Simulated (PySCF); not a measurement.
Compound: C3H3ClFO (doublet state).
Z-matrix (Å and degrees, PBE0-D3(BJ)/def2-SVP geometry), rows numbered from 1:
```
F 
C   1  1.3479
O   2  1.4043  1  110.42
C   3  1.3148  2  117.68  1    75.41
C   4  1.3203  3  133.64  2    76.76
Cl  5  1.7493  4  122.17  3    -0.55
H   2  1.0993  1  109.73  3  -116.01
H   2  1.1025  1  109.28  3   120.84
H   5  1.0902  4  122.93  3   179.48
```

The hyperfine couplings belong to this conformer and change with its torsions.

As a line formula: `FCO/[C]=C\Cl` [radical].

Method used: UKS B3LYP, IGLO-III on C Cl F O, pcH-1 on H, non-relativistic, mean-field spin-orbit, GIAO in PySCF 2.14.0. Geometry: PBE0-D3(BJ)/def2-SVP, one conformer, isolated molecule. The SCF solution wasn't tested for stability.

(1) Predict the first-order ENDOR lines of C5, C2, F1, H9, H7/H8 and Cl6 under fast tumbling at B = 335.8 mT (X band).

(2) Which pairs are centred on the nuclear Larmor frequency, and which on half the coupling?

(3) At what field would the lower line of F1 fall to zero frequency?

Results:

(1) ν± = |νn ± a/2|, one line for each electron-spin manifold; νn = |g_N| × 7.62259 MHz/T × B.

```
nuclei  isotope     g_N  νn (MHz)  a_iso (MHz)  lower line (MHz)  upper line (MHz)
    C5      13C  1.4048      3.60       166.97             79.89             87.08
    C2      13C  1.4048      3.60         1.17              3.01              4.18
    F1      19F  5.2577     13.46        15.83              5.54             21.38
    H9       1H  5.5857     14.30        21.11              3.74             24.85
 H7/H8       1H  5.5857     14.30         4.04             12.28             16.32
   Cl6     35Cl  0.5479      1.40        17.68              7.44             10.24
```

The rows for 13C, of low natural abundance, apply to labelled samples.

(2) Centred on νn, since |a| < 2νn: C2, F1, H9 and H7/H8. Centred on |a|/2 and split by 2νn: C5 and Cl6.

(3) Where νn = |a|/2, that is B = 7.92 MHz/(5.2577 × 7.62259 MHz/T) = 198 mT, as far as first order holds there.

Nuclei that the bonding pattern makes equivalent are averaged, as if the motion that swaps them (rotation, inversion, ring flip) were fast.

Main isotope only: 35Cl (natural samples also hold 24 % 37Cl, magnetic too, which adds its own pattern).
